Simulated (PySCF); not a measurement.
# C5H5F: the cost of one run

The runs use PySCF 2.14.0, with density-fitted response routines of our own; the level of theory stands in each step. All values are computed, except where a source is named. Atoms count from 0, in the outputs and in this text.

## Step 1: Starting geometry

11 atoms, charge 0, multiplicity 1; geometry from: GFN2-xTB. The atoms were then displaced at random by about 0.01 Å, so the start is not that level's minimum.

Bonds of the start (Å): C0–C1 1.36, C1–F2 1.36, C1–C3 1.38, C3–C4 1.34, C4–C5 1.50, C5–C3 1.53, C0–H6 1.07, C0–H7 1.06, C4–H8 1.04, C5–H9 1.09, C5–H10 1.09.

## Step 2: Optimising the geometry at PBE0-D3(BJ)/def2-SVP

Job settings and geometry (Å):

```
{"job": {"xc": "PBE0", "basis": "def2-SVP", "d3": "d3bj", "grid": 1, "shake": 0.01, "kind": "geom"}, "charge": 0, "multiplicity": 1}
C      1.750900    -0.835380     0.580020
C      1.083560    -0.164600    -0.394200
F      1.731040     0.159790    -1.540980
C     -0.234880     0.254780    -0.368700
C     -1.313110     0.823930    -0.917360
C     -1.524620     0.265890     0.459290
H      1.229120    -1.072440     1.483120
H      2.779590    -1.078760     0.465970
H     -1.770390     1.353210    -1.692660
H     -2.091340    -0.657580     0.587760
H     -1.601780     0.925330     1.322070
```

Run with:

```bash
$ OMP_NUM_THREADS=1 python probes_run.py task.json out
```

One launch serves the whole session: the jobs run in the order shown.

**Question.** How long does this first job take on 1 thread of Arm Neoverse V1, shared host, and how much memory does it need?

About 47 s, with a peak of 0.45 GiB.
